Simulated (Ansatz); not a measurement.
What does this script print? It uses Ansatz 0.2.0 through its Python package.

`conformers_c5h6o.py`:
```python
"""Rank force-field conformers of C5H6O by single points."""

import ansatz as az
from rdkit import Chem
from rdkit.Chem import AllChem

rd = Chem.AddHs(Chem.MolFromSmiles("C#CC(=C)OC"))
ids = list(AllChem.EmbedMultipleConfs(rd, numConfs=20, randomSeed=777, pruneRmsThresh=0.4))
field = [energy for _, energy in AllChem.MMFFOptimizeMoleculeConfs(rd)]
distinct = {round(e, 2): i for i, e in zip(ids, field)}
chosen = sorted(distinct.items())[:5]
found = []
for force_field, index in chosen:
    geometry = az.Crystal.molecule()
    for atom, xyz in zip(rd.GetAtoms(), rd.GetConformer(index).GetPositions()):
        geometry = geometry.atom(atom.GetSymbol(), xyz.round(5).tolist())
    calc = (
        geometry.calculation()
        .basis(gaussian="6-31G*")  # atom-centred Gaussian functions
        .functional("PBE")
    )
    found.append(calc.run(threads=1).report["free_energy_ev"])
print("conformer   MMFF (kcal/mol)   this level (kcal/mol)")
for (force_field, index), e in zip(chosen, found):
    print(f"{index:9d} {force_field - chosen[0][0]:17.2f} {23.060548 * (e - min(found)):17.3f}")
```

```console
$ python conformers_c5h6o.py
conformer   MMFF (kcal/mol)   this level (kcal/mol)
        1              0.00             0.000
        2              0.36             1.317
```

The conformers keep their force-field geometries. Finished in 5.9 s on 1 thread of Arm Neoverse V2, on a shared host, peak memory 0.26 GiB.
